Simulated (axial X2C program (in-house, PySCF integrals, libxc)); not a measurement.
# AlCN: bond lengths and stretches, held linear

The task here is to estimate one member of a computed series from the others.

Computed with an in-house X2C program for linear molecules on PySCF integrals. Level: all-electron X2C, two-component (2c) or spin-free, Al dyall-v3z, C dyall-v3z, N dyall-av3z.

All values are calculated.

2 further runs of the same task are left out: 2 set aside as unsound or not needed.

The first run:

Input file task.json:

```json
{
 "zs": [
  13,
  6,
  7
 ],
 "q": 0,
 "bas": [
  "dyall-v3z",
  "dyall-v3z",
  "dyall-av3z"
 ],
 "r0": [
  1.96,
  1.16
 ],
 "symm": 0,
 "scan": [
  "PBE0",
  "HF",
  "B3LYP"
 ],
 "levels": [
  "PBE0",
  "HF",
  "PBE"
 ],
 "nst": 2
}
```

Keys: zs atomic numbers; q charge; bas basis sets; r0 starting distance in Å; symm equal bonds; scan levels of the two-bond scan (MP2 follows by itself at each HF point); levels methods; nst determinants followed.

The run is started by

```console
python solin.py task.json out
```

Masses Al 26.982, C 12.000, N 14.003 u.

Among the steps run: Scan at PBE0, 2c; Scan at HF, 2c; Scan at B3LYP, 2c.

One of the session's tables, all rows but one given; the rest of the session is left out.

```
           level  r(Al–C) (Å)  r(C–N) (Å)  lower stretch (cm⁻¹)  upper stretch (cm⁻¹)
        PBE0, 2c        2.032       1.157                 458.7                2272.7
          HF, 2c        2.037       1.135                 467.3                2457.3
       B3LYP, 2c            ?           ?                     ?                     ?
         MP2, 2c        2.028       1.180                 464.2                2057.9
 PBE0, spin-free        2.031       1.157                 458.7                2272.7
   HF, spin-free        2.037       1.135                 467.3                2457.4
B3LYP, spin-free        2.039       1.158                 449.3                2248.8
  MP2, spin-free        2.028       1.180                 464.3                2057.8
```

Q: Estimate the row for B3LYP, 2c from the others.

The run gave: r(Al–C) (Å): 2.039; r(C–N) (Å): 1.158; lower stretch (cm⁻¹): 449.2; upper stretch (cm⁻¹): 2248.7.

Scans not shown above were run alike.

MP2 freezes inner shells (threshold -2 hartree). The molecule was held linear; bending was not examined, so a bent shape may lie lower.
